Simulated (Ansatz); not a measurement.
C3H6O (`C=COC`), charge 0, multiplicity 1.

Task: Give a relaxed structure at PBE0-D4/def2-TZVP (Ansatz 0.2.0). (An estimate is asked.)

Result: Computed: 
```xyz
10

C     1.3978    0.1122    0.3532
C     0.5597   -0.9111    0.2152
O    -0.7403   -0.8772   -0.1240
C    -1.2907    0.3959   -0.3647
H     1.1126    1.1439    0.1998
H     2.4217   -0.0904    0.6340
H     0.8773   -1.9358    0.3766
H    -2.3363    0.2389   -0.6233
H    -1.2236    1.0283    0.5273
H    -0.7781    0.8953   -1.1941
```
Point group Cs.
This is one stationary point; other conformers may exist.
